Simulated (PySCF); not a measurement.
**AlP: from the state search to spectroscopic constants**

One job finds the state of AlP, follows it along the bond with each method and fits the curves.

Method: Al def2-SVPD, P def2-SVPD, no relativity; program: PySCF 2.14.0.

## (1) Input

Settings of the job:

| Item | Value |
| --- | --- |
| atoms | Al, P |
| charge | 0 |
| basis | Al def2-SVPD, P def2-SVPD |
| Hamiltonian | no relativity |
| basis functions | 48 |
| electrons treated | 28 |
| masses in u | 26.9815, 30.9738 |
| levels | PBE0, PBE, r²SCAN, PBEsol, M06-L, r²SCANh, LC-ωPBE, HF, MP2, SCS-MP2, CCSD, CCSD(T) |
| grid | 80 radial by 434 angular points |
| occupations | held fixed by the projection of orbital angular momentum |
| dissociation limit | Al + P, each in its ground configuration |
| starting distance in angstrom | 2.260 |
| values of 2S to try | 0, 2, 4 |

The run is started by

```sh
$ OMP_NUM_THREADS=1 python dia.py task.json out
```

The runs that follow: First curve: PBE0; Excited determinants; PBE (GGA); r²SCAN (meta-GGA); PBEsol (GGA); M06-L; r²SCANh (hybrid meta-GGA); LC-ωPBE (range-separated hybrid); UHF (mean field); Adding correlation.

Q: Predict the outcome of this session. Wanted: for each run, Re; ωe; De; μ.

**Answer**, as computed:

Lowest PBE0 solution found, without spin–orbit coupling: ³Σ⁻ (triplet), unpaired electrons π ↑↑. State 2 has its PBE0 minimum 0.03 eV higher. State 3 has its PBE0 minimum 0.16 eV higher, as a spin-mixed determinant (⟨S²⟩ = 1.02), so this is no gap between pure states. State 4 has its PBE0 minimum 0.33 eV higher, as a spin-mixed determinant (⟨S²⟩ = 1.01), so this is no gap between pure states. The other levels ran on the lowest alone.

| level | Re (Å) | ωe (cm⁻¹) | De (eV) | μ (D) |
| --- | --- | --- | --- | --- |
| UHF | 2.433 | 382 | 1.21 | -0.92 |
| UHF-MP2 | 2.429 | 379 | 1.82 | n/a |
| UHF-SCS-MP2 | 2.435 | 374 | 1.81 | n/a |
| UHF-CCSD | 2.435 | 373 | 1.78 | n/a |
| UHF-CCSD(T) | 2.438 | 370 | 1.86 | n/a |
| PBE | 2.453 | 361 | 2.45 | -0.73 |
| PBEsol | 2.443 | 367 | 2.59 | -0.66 |
| r²SCAN | 2.436 | 370 | 2.28 | -0.65 |
| M06-L | 2.431 | 379 | 2.41 | -0.81 |
| r²SCANh | 2.431 | 374 | 2.25 | -0.69 |
| PBE0 | 2.432 | 375 | 2.33 | -0.77 |
| LC-ωPBE | 2.400 | 397 | 2.20 | -0.74 |

De is counted to Al + P in their ground configurations. A positive dipole means Al(−)P(+).

Differences from CCSD(T) in the same basis:

| level | Re (mÅ) | ωe (%) |
| --- | --- | --- |
| UHF | -6 | +3.4 |
| UHF-MP2 | -9 | +2.4 |
| UHF-SCS-MP2 | -4 | +1.2 |
| UHF-CCSD | -4 | +1.0 |
| PBE | +15 | -2.4 |
| PBEsol | +4 | -0.9 |
| r²SCAN | -2 | 0.0 |
| M06-L | -7 | +2.6 |
| r²SCANh | -8 | +1.1 |
| PBE0 | -7 | +1.6 |
| LC-ωPBE | -38 | +7.5 |

What this shows: Against CCSD(T) in the same basis, the bond length is nearest at r²SCAN (-2 mÅ) and farthest at LC-ωPBE (-38 mÅ); the wavenumber is nearest at r²SCAN (0.0 %) and farthest at LC-ωPBE (+7.5 %). Hartree–Fock makes the bond too short and too stiff against this reference, as it mostly does. PBE has the long and soft bond that GGAs tend to give. CCSD(T) in a basis this small is itself some way from its limit, more so than the functionals. Among the levels with a De in the table, it runs from 1.21 eV (UHF) to 2.59 eV (PBEsol).

Correlated steps freeze 10 core orbitals.
